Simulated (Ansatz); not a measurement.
# CH2BF (SMILES B[C]F): levels of theory compared

Aim: a comparison of 6 runs (UBLYP/STO-3G, UCAM-B3LYP/STO-3G, UBCCD(T)/STO-3G, UCCSDT(Q)/STO-3G, UCCSDT/STO-3G, UCCSD/STO-3G) of CH2BF. 

Program for the calculation: Ansatz 0.2.0.

70 further runs of the same task are left out: 5 that didn't finish, 65 set aside as unsound or not needed.

## 1. The molecule

CH2BF has 5 atoms, charge 0, and is taken as a triplet. SMILES: `B[C]F`. The H4–B1 distance was set to 2.333 Å, away from the relaxed value. At this shape a bond of the SMILES string is far longer than usual.

Bond lengths: B1–C2 1.475 Å, C2–F3 1.312 Å, B1–H5 1.176 Å. Angles: B1–C2–F3 134.8°, C2–B1–H5 118.7°.

## 2. The energy at UBLYP/STO-3G (run 1)

Input file run.yaml:

```yaml
crystal:
  periodic: [false, false, false]
  atoms:
    - {symbol: B, position_ang: [-0.016376, 0.404648, 0.711683]}
    - {symbol: C, position_ang: [1.389074, 0.834558, 0.587143]}
    - {symbol: F, position_ang: [2.205254, 1.551438, 1.322653]}
    - {symbol: H, position_ang: [-0.994750, -0.904870, -0.953460]}
    - {symbol: H, position_ang: [-0.626416, 0.733298, 1.662303]}
basis:
  gaussian: {orbitals: STO-3G}
total_charge: 0
magnetization: {spin_polarized: true, initial_magnetization: 2}
hamiltonian: {xc: {name: BLYP}}
accuracy: high
```

Launch:

```bash
$ ansatz run run.yaml --threads 1 --pin off --max-ram 2610MiB --events-out events.jsonl --progress --plain --runs-dir runs
```

What it wrote:

```text
Warning: RAYON_NUM_THREADS=1 ignored (pool sized by the plan → 1); use --threads N
Functional definition: BLYP
  name "BLYP"
  parameter beta = 0.0042
  parameter a = 0.04918
  parameter b = 0.132
  parameter c = 0.2533
  parameter d = 0.349
  exchange = b88_x(beta = beta)
  correlation = lyp_c(a = a, b = b, c = c, d = d)
293 factors; integrals over basis functions are off by at most 2.8e-8 eV
mean field evaluation 1: about -4384.3013 eV, gradient 2.9e1 eV
mean field evaluation 2: about -4363.8234 eV, gradient 4.3e1 eV
mean field evaluation 4: about -4390.9047 eV, gradient 9.2e0 eV
mean field evaluation 8: about -4391.6858 eV, gradient 2.6e-1 eV
mean field evaluation 16: about -4391.6147 eV, gradient 1.3e-4 eV
mean field evaluation 32: about -4389.7553 eV, gradient 5.9e0 eV
mean field -4391.61466886 eV, -161.3888623371 hartree, gradient 6.1e-8 eV, S^2 2.171937; 5 other end points of the search recorded, 0 dependent functions left out
reference -4391.61470217 eV, -161.3888635616 hartree; 12, 10 occupied and 5, 7 virtual orbitals, 293 factors
Total energy: -4391.61470217 eV, -161.3888635616 hartree
```

It took 2.5 s on 1 thread of AMD EPYC 7R43 (Zen 3), shared host; peak memory 0.14 GiB.

## 3. A single-point energy at UCAM-B3LYP/STO-3G (run 2)

Input file job.yaml:

```yaml
crystal:
  periodic: [false, false, false]
  atoms:
    - {symbol: B, position_ang: [-0.016376, 0.404648, 0.711683]}
    - {symbol: C, position_ang: [1.389074, 0.834558, 0.587143]}
    - {symbol: F, position_ang: [2.205254, 1.551438, 1.322653]}
    - {symbol: H, position_ang: [-0.994750, -0.904870, -0.953460]}
    - {symbol: H, position_ang: [-0.626416, 0.733298, 1.662303]}
basis:
  gaussian:
    orbitals: STO-3G
accuracy: high
hamiltonian:
  xc: {name: CAM-B3LYP}
magnetization:
  spin_polarized: true
  initial_magnetization: 2
total_charge: 0
```

Launch:

```bash
$ ansatz run job.yaml --threads 1 --pin off --max-ram 2610MiB --events-out events.jsonl --progress --plain --runs-dir runs
```

What it wrote, shortened:

```text
Warning: RAYON_NUM_THREADS=1 ignored (pool sized by the plan → 1); use --threads N
Functional definition: CAM-B3LYP
  name "CAM-B3LYP"
[...]
293 factors; integrals over basis functions are off by at most 2.8e-8 eV
157 factors; integrals over basis functions are off by at most 1.1e-9 eV
[...]
mean field -4390.55040462 eV, -161.3497513480 hartree, gradient 1.2e-8 eV, S^2 2.495627; 3 other end points of the search recorded, 0 dependent functions left out
reference -4390.55041646 eV, -161.3497517831 hartree; 12, 10 occupied and 5, 7 virtual orbitals, 293 factors
Total energy: -4390.55041646 eV, -161.3497517831 hartree
```

Wall time 2.7 s (1 thread of AMD EPYC 7R43 (Zen 3), shared host); peak memory 0.14 GiB.

Run 3 isn't shown in full; the table further down has it.

## 4. The energy at UCCSDT(Q)/STO-3G (run 4)

run.yaml, as its differences from that of step 2:

```diff
@@ -12,3 +12,4 @@
 magnetization: {spin_polarized: true, initial_magnetization: 2}
-hamiltonian: {xc: {name: BLYP}}
+correlation: {method: ccsdt_q, frozen_orbitals: {B: 1, C: 1, F: 1, H: 0}}
 accuracy: high
+scf: {omitted_lower_state_checks: [cluster_reference, increment]}
```

Launch:

```bash
$ ansatz run run.yaml --threads 1 --pin off --max-ram 2610MiB --events-out events.jsonl --progress --plain --runs-dir runs
```

What it wrote:

```text
Warning: RAYON_NUM_THREADS=1 ignored (pool sized by the plan → 1); use --threads N
[... 15 lines left out ...]
3 core orbitals not correlated: weight in the atoms' cores, before any rotation towards them, 1.000 or more for the frozen orbitals, at most 0.000 for the correlated occupied ones
[... 81 lines left out ...]
WARN: these amplitudes may be one of several solutions (largest doubles amplitude 0.51, level shift 0.00 eV)
Total energy: -4376.05857895 eV, -160.8171865774 hartree
Checks for a lower state left out: cluster_reference, increment
```

Run time: 2.7 s. Hardware: 1 thread of AMD EPYC 7R43 (Zen 3), shared host; peak memory 0.13 GiB.

Run 5 isn't shown in full; the table further down has it.

## 5. A single-point energy at UCCSD/STO-3G (run 6)

Input file input.yaml:

```yaml
crystal:
  periodic: [false, false, false]
  atoms:
    - symbol: B
      position_ang: [-0.016376, 0.404648, 0.711683]
    - symbol: C
      position_ang: [1.389074, 0.834558, 0.587143]
    - symbol: F
      position_ang: [2.205254, 1.551438, 1.322653]
    - symbol: H
      position_ang: [-0.994750, -0.904870, -0.953460]
    - symbol: H
      position_ang: [-0.626416, 0.733298, 1.662303]
basis:
  gaussian:
    orbitals: STO-3G
magnetization:
  spin_polarized: true
  initial_magnetization: 2
correlation:
  method: ccsd
  frozen_orbitals: {B: 1, C: 1, F: 1, H: 0}
accuracy: high
scf:
  omitted_lower_state_checks: [cluster_reference, increment]
```

Launch:

```bash
$ ansatz run input.yaml --threads 1 --pin off --max-ram 2610MiB --events-out events.jsonl --progress --plain --runs-dir runs
```

What it wrote:

```text
Warning: RAYON_NUM_THREADS=1 ignored (pool sized by the plan → 1); use --threads N
[... 15 lines left out ...]
3 core orbitals not correlated: weight in the atoms' cores, before any rotation towards them, 1.000 or more for the frozen orbitals, at most 0.000 for the correlated occupied ones
[... 53 lines left out ...]
Total energy: -4375.78618036 eV, -160.8071761140 hartree
Checks for a lower state left out: cluster_reference, increment
```

Wall time 0.48 s (1 thread of AMD EPYC 7R43 (Zen 3), shared host).

## 6. All runs side by side

```
run              level  frozen core orbitals  energy (Eh)   ⟨S²⟩  wall time
  1       UBLYP/STO-3G                     –  -161.388864  2.172      2.5 s
  2  UCAM-B3LYP/STO-3G                     –  -161.349752  2.496      2.7 s
  3    UBCCD(T)/STO-3G                     3  -160.814735  2.866     0.58 s
  4   UCCSDT(Q)/STO-3G                     3  -160.817187  2.866      2.7 s
  5      UCCSDT/STO-3G                     3  -160.817097  2.866      2.3 s
  6       UCCSD/STO-3G                     3  -160.807176  2.866     0.48 s
```

## 7. Outcome

```
                                          quantity          value
                               run 6: total energy  -160.80718 Eh
run 6: correlation energy (3 core orbitals frozen)     -114.7 mEh
          run 6: ⟨S²⟩ of the reference determinant          2.866
                              run 6: T1 diagnostic          0.063
```

What this shows: Totals of different functionals can't be ranked against each other. In runs 1, 2, 3, 4, 5, 6 the basis is minimal, so the values are rough. Spin contamination of the reference: run 3 ⟨S²⟩ = 2.87, run 4 ⟨S²⟩ = 2.87, run 5 ⟨S²⟩ = 2.87, run 6 ⟨S²⟩ = 2.87, run 2 ⟨S²⟩ = 2.50, run 1 ⟨S²⟩ = 2.17. Where it is this large, the reference is a mixture of spin states, and values that rest on it are in doubt. All runs together took 11 s, the longest 2.7 s.
